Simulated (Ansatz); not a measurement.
## Ansatz (development build ahead of 0.2.0) run

```yaml
crystal:
  periodic: [false, false, false]
  atoms:
    - { symbol: S, position_ang: [0.0, 0.0, 0.0] }
    - { symbol: O, position_ang: [0.0, 0.0, 1.937] }
basis:
  gaussian: { orbitals: "6-31G" }
magnetization:
  spin_polarized: true
hamiltonian:
  xc: pbe
scf:
  omitted_lower_state_checks: [stability, starts, atomic_configurations, cluster_reference, orbital_swaps, given_window_search, neighbouring_geometries, increment]
output:
  forces: true
```

The input is written out in the form of the current development build from the run's settings.

The run gave:

```yaml
Converged: yes
Total_energy: -472.96404 hartree
Spin_squared_of_the_determinant: 0.000
```

Forces (eV/Å):
```
atom     Fx     Fy      Fz
  S1  0.000  0.000   4.646
  O2  0.000  0.000  -4.646
```

This is not the lowest solution: another run reaches a determinant 0.96 eV lower. Caution: another spin multiplicity may lie lower.
